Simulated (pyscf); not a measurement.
Four-centre exchange: H₃Si–PH₂ (SMILES [SiH3]P) + H₂ (SMILES [H][H]) -> H₃Si–PH₂ (SMILES [SiH3]P) + H₂ (SMILES [H][H])

Gas phase, singlet surface, charge 0. Bonds broken: P1–H3, H8–H9. Bonds formed: P1–H8, H3–H9. Optimised with ωB97X-D3(BJ)/def2-SVP in PySCF.

Transition state (Å):

```xyz
9

P     -0.1540     0.6461     0.9179
Si    -0.6408    -1.4141    -0.0421
H     -0.6845     2.1027     1.6439
H     -0.5759     1.3420    -0.2462
H      0.1292    -1.5780    -1.3120
H     -0.2780    -2.5163     0.8947
H     -2.1023    -1.4909    -0.3436
H      0.8579     2.0229     1.0383
H      0.1553     2.7237     1.4322
```

One imaginary mode, 2457i cm⁻¹; descent along it reached the two sides named.

| bond | change | reactant side (Å) | saddle | product side |
|---|---|---|---|---|
| P1–H3 | breaks | 1.424 | 1.712 | 3.1 |
| H8–H9 | breaks | 0.761 | 1.068 | 4.1 |
| P1–H8 | forms | 3.1 | 1.713 | 1.424 |
| H3–H9 | forms | 4.0 | 1.066 | 0.761 |

Electronic energies relative to the separated reactants (kcal/mol):

| level | barrier | reaction energy | reverse barrier |
|---|---|---|---|
| ωB97X-D3(BJ)/def2-TZVP | 82.9 | 0.0 | 82.9 |
| PBE/def2-TZVP | 66.7 | 0.0 | 66.7 |
| r²SCAN/def2-TZVP | 72.8 | 0.0 | 72.8 |
| B3LYP-D3(BJ)/def2-TZVP | 76.4 | 0.0 | 76.4 |
| PBE0-D3(BJ)/def2-TZVP | 73.5 | 0.0 | 73.5 |
| M06-2X/def2-TZVP | 82.4 | 0.0 | 82.4 |
| ωB97M-D3(BJ)/def2-TZVP | 80.2 | 0.0 | 80.2 |
| HF/def2-TZVP | 104.8 | 0.0 | 104.8 |

With ωB97M-D3(BJ)/def2-TZVP energies and thermal terms (ideal gas, 1 atm, RRHO with modes under 100 cm⁻¹ raised to 100, one conformer, R ln 2 for chiral ones without a mode under 150 cm⁻¹), in kcal/mol:

```tsv
T (K)	ΔH‡	ΔG‡	ΔH	ΔG
298	78.5	86.6	0.0	0.0
600	78.0	95.0	0.0	0.0
900	78.1	103.6	0.0	0.0
1200	78.6	112.0	0.0	0.0
```

The same reactants have a lower exit, to PH₃ + SiH₄ (barrier +69.2 kcal/mol at ωB97M-D3(BJ)/def2-TZVP, against +80.2 kcal/mol here). Another saddle between the same species, by other bonds, lies lower (67.4 kcal/mol against 80.2 kcal/mol at ωB97M-D3(BJ)/def2-TZVP).
